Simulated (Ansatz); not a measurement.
For anatase TiO2 (metastable phase), revPBE (PAW; Ansatz, a program for electronic structure) gives:

| Quantity | Value |
|---|---|
| equilibrium lattice constant a | 3.817 Å |
| lattice parameter c | 9.776 Å |
| bulk modulus | 167 GPa |
| band gap | 2.14 eV |

Q: What does r²SCAN+rVV10 (Ansatz, PAW) give for the same quantities?

A: 
- lattice constant a: 3.775 Å (shrinks by 1.1 %)
- lattice parameter c: 9.530 Å (falls by 2.5 %)
- bulk modulus: 190 GPa (rises by 14 %)
- band gap: 2.51 eV (rises by 0.37 eV)

For comparison: lattice constant a 3.784 Å (measured, room temperature, not corrected to a static lattice; as tabulated in Horn, Schwerdtfeger, Meagher, Refinement of the structure of anatase at several …); lattice parameter c 9.514 Å (measured, room temperature, not corrected to a static lattice; as tabulated in Horn, Schwerdtfeger, Meagher, Refinement of the structure of anatase at several …); band gap 3.42 eV (measured, low temperature, no zero-point or thermal correction, gap of extended states, from the Urbach tail; as tabulated in Kang and Hybertsen (2010), arXiv:1006.4085).

Changes are worked out from the printed values.

Unless a cell is named, each level is at its own relaxed cell (revPBE 11.87, r²SCAN+rVV10 11.32 Å³/atom).

Density-functional gaps are differences of (generalised) Kohn–Sham levels.

Ansatz's density-functional and Hartree–Fock values are scalar-relativistic unless marked +SOC, with PAW data made under PBE.
